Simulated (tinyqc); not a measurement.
RKS/exchange-only LDA in the sto-3g basis, for H2O, spin multiplicity 1, step by step. One step of it, computed by the program tinyqc.

Problem. Iteration 2: building the Kohn-Sham matrix. J_ij = sum D_kl (ij|kl); F = H + J + V_xc; E = tr D H + tr D J / 2 + E_xc + E_nn.

D after iteration 1, lower triangle:
```
            1O 1s      1O 2s    1O 2px     1O 2py     1O 2pz      2H 1s     3H 1s
1O 1s    1.706816
1O 2s   -0.469752   2.093539
1O 2px   0.000000   0.000000  2.000000
1O 2py   0.000000   0.000000  0.000000   2.189788
1O 2pz   0.004161   0.048957  0.000000   0.000000   2.057671
2H 1s    0.051714  -0.309193  0.000000  -0.273480  -0.203672   0.590039
3H 1s    0.051714  -0.309193  0.000000   0.273480  -0.203672  -0.057485  0.590039
```

core Hamiltonian H = T + V (hartree), lower triangle:
```
             1O 1s      1O 2s     1O 2px     1O 2py     1O 2pz      2H 1s      3H 1s
1O 1s   -32.611869
1O 2s    -7.586993  -9.233719
1O 2px    0.000000   0.000000  -7.374438
1O 2py    0.000000   0.000000   0.000000  -7.482167
1O 2pz   -0.016936  -0.205383   0.000000   0.000000  -7.462860
2H 1s    -1.359180  -3.119720   0.000000  -1.662231  -1.569977  -4.692233
3H 1s    -1.359180  -3.119720   0.000000   1.662231  -1.569977  -1.362797  -4.692233
```

Two-electron integrals (ij|kl) in chemists' order, unique and non-zero (hartree):
```
(11|11) 4.785065    (21|11) 0.741380    (21|21) 0.136873    (22|11) 1.118947
(22|21) 0.256633    (22|22) 0.817206    (31|31) 0.024477    (32|31) 0.037809
(32|32) 0.180518    (33|11) 1.115814    (33|21) 0.256684    (33|22) 0.817023
(33|33) 0.880159    (41|41) 0.024477    (42|41) 0.037809    (42|42) 0.180518
(43|43) 0.047444    (44|11) 1.115814    (44|21) 0.256684    (44|22) 0.817023
(44|33) 0.785270    (44|44) 0.880159    (51|51) 0.024477    (52|51) 0.037809
(52|52) 0.180518    (53|53) 0.047444    (54|54) 0.047444    (55|11) 1.115814
(55|21) 0.256684    (55|22) 0.817023    (55|33) 0.785270    (55|44) 0.785270
(55|55) 0.880159    (61|11) 0.133458    (61|21) 0.024441    (61|22) 0.045567
(61|33) 0.045478    (61|41) 0.000835    (61|42) 0.001568    (61|44) 0.045629
(61|51) 0.000757    (61|52) 0.001420    (61|54) 0.000136    (61|55) 0.045602
(61|61) 0.004421    (62|11) 0.335647    (62|21) 0.077995    (62|22) 0.276304
(62|33) 0.271522    (62|41) 0.004347    (62|42) 0.033679    (62|44) 0.279254
(62|51) 0.003939    (62|52) 0.030512    (62|54) 0.007005    (62|55) 0.277869
(62|61) 0.014213    (62|62) 0.117181    (63|31) 0.008026    (63|32) 0.047213
(63|43) 0.006936    (63|53) 0.006284    (63|63) 0.016404    (64|11) 0.182605
(64|21) 0.042968    (64|22) 0.162516    (64|33) 0.155199    (64|41) 0.010119
(64|42) 0.065891    (64|44) 0.173407    (64|51) 0.001896    (64|52) 0.016922
(64|54) 0.010212    (64|55) 0.158758    (64|61) 0.008164    (64|62) 0.083736
(64|64) 0.075545    (65|11) 0.165435    (65|21) 0.038928    (65|22) 0.147235
(65|33) 0.140606    (65|41) 0.001896    (65|42) 0.016922    (65|44) 0.144534
(65|51) 0.009744    (65|52) 0.062544    (65|54) 0.010495    (65|55) 0.156397
(65|61) 0.007396    (65|62) 0.075862    (65|64) 0.053580    (65|65) 0.064946
(66|11) 0.485855    (66|21) 0.114727    (66|22) 0.467062    (66|33) 0.448424
(66|41) 0.008042    (66|42) 0.086695    (66|44) 0.478811    (66|51) 0.007286
(66|52) 0.078543    (66|54) 0.027529    (66|55) 0.473365    (66|61) 0.021075
(66|62) 0.253088    (66|64) 0.206385    (66|65) 0.186979    (66|66) 0.774606
(71|11) 0.133458    (71|21) 0.024441    (71|22) 0.045567    (71|33) 0.045478
(71|41) -0.000835   (71|42) -0.001568   (71|44) 0.045629    (71|51) 0.000757
(71|52) 0.001420    (71|54) -0.000136   (71|55) 0.045602    (71|61) 0.004360
(71|62) 0.013812    (71|64) 0.007267    (71|65) 0.007194    (71|66) 0.020300
(71|71) 0.004421    (72|11) 0.335647    (72|21) 0.077995    (72|22) 0.276304
(72|33) 0.271522    (72|41) -0.004347   (72|42) -0.033679   (72|44) 0.279254
(72|51) 0.003939    (72|52) 0.030512    (72|54) -0.007005   (72|55) 0.277869
(72|61) 0.013812    (72|62) 0.096016    (72|64) 0.047254    (72|65) 0.060547
(72|66) 0.170993    (72|71) 0.014213    (72|72) 0.117181    (73|31) 0.008026
(73|32) 0.047213    (73|43) -0.006936   (73|53) 0.006284    (73|63) 0.013035
(73|73) 0.016404    (74|11) -0.182605   (74|21) -0.042968   (74|22) -0.162516
(74|33) -0.155199   (74|41) 0.010119    (74|42) 0.065891    (74|44) -0.173407
(74|51) -0.001896   (74|52) -0.016922   (74|54) 0.010212    (74|55) -0.158758
(74|61) -0.007267   (74|62) -0.047254   (74|64) -0.010651   (74|65) -0.029154
(74|66) -0.074914   (74|71) -0.008164   (74|72) -0.083736   (74|74) 0.075545
(75|11) 0.165435    (75|21) 0.038928    (75|22) 0.147235    (75|33) 0.140606
(75|41) -0.001896   (75|42) -0.016922   (75|44) 0.144534    (75|51) 0.009744
(75|52) 0.062544    (75|54) -0.010495   (75|55) 0.156397    (75|61) 0.007194
(75|62) 0.060547    (75|64) 0.029154    (75|65) 0.050647    (75|66) 0.118127
(75|71) 0.007396    (75|72) 0.075862    (75|74) -0.053580   (75|75) 0.064946
(76|11) 0.133993    (76|21) 0.031461    (76|22) 0.122037    (76|33) 0.118912
(76|44) 0.121005    (76|51) 0.002415    (76|52) 0.022728    (76|55) 0.126059
(76|61) 0.005687    (76|62) 0.052643    (76|64) 0.032491    (76|65) 0.038307
(76|66) 0.121150    (76|71) 0.005687    (76|72) 0.052643    (76|74) -0.032491
(76|75) 0.038307    (76|76) 0.029731    (77|11) 0.485855    (77|21) 0.114727
(77|22) 0.467062    (77|33) 0.448424    (77|41) -0.008042   (77|42) -0.086695
(77|44) 0.478811    (77|51) 0.007286    (77|52) 0.078543    (77|54) -0.027529
(77|55) 0.473365    (77|61) 0.020300    (77|62) 0.170993    (77|64) 0.074914
(77|65) 0.118127    (77|66) 0.331019    (77|71) 0.021075    (77|72) 0.253088
(77|74) -0.206385   (77|75) 0.186979    (77|76) 0.121150    (77|77) 0.774606
```

nuclear repulsion = 8.30911168 hartree

V_xc (hartree), lower triangle:
```
            1O 1s      1O 2s     1O 2px     1O 2py     1O 2pz      2H 1s      3H 1s
1O 1s   -2.644579
1O 2s   -0.387904  -0.760622
1O 2px   0.000000   0.000000  -0.754537
1O 2py   0.000000   0.000000   0.000000  -0.759656
1O 2pz   0.000399   0.003767   0.000000   0.000000  -0.755215
2H 1s   -0.070129  -0.233015   0.000000  -0.131525  -0.118250  -0.354073
3H 1s   -0.070129  -0.233015   0.000000   0.131525  -0.118250  -0.089400  -0.354073
```

E_xc = sum of w rho eps_xc = -7.77119758 hartree

Give: Coulomb J; Kohn-Sham matrix F; total energy of this density.

Solution.

Coulomb J (hartree), lower triangle:
```
          1O 1s   1O 2s  1O 2px   1O 2py  1O 2pz   2H 1s   3H 1s
1O 1s   16.6202
1O 2s    3.2393  8.3910
1O 2px   0.0000  0.0000  8.3743
1O 2py   0.0000  0.0000  0.0000   8.3953
1O 2pz  -0.0025  0.0012  0.0000   0.0000  8.3838
2H 1s    0.5780  2.7954  0.0000   1.6320  1.4802  4.7287
3H 1s    0.5780  2.7954  0.0000  -1.6320  1.4802  1.2279  4.7287
```

Kohn-Sham matrix F (hartree), lower triangle:
```
           1O 1s    1O 2s  1O 2px   1O 2py   1O 2pz    2H 1s    3H 1s
1O 1s   -18.6363
1O 2s    -4.7355  -1.6033
1O 2px    0.0000   0.0000  0.2453
1O 2py    0.0000   0.0000  0.0000   0.1535
1O 2pz   -0.0190  -0.2005  0.0000   0.0000   0.1657
2H 1s    -0.8513  -0.5573  0.0000  -0.1618  -0.2080  -0.3176
3H 1s    -0.8513  -0.5573  0.0000   0.1618  -0.2080  -0.2243  -0.3176
```

total energy of this density = -65.350729 hartree

This density is a damped mixture and is not idempotent.
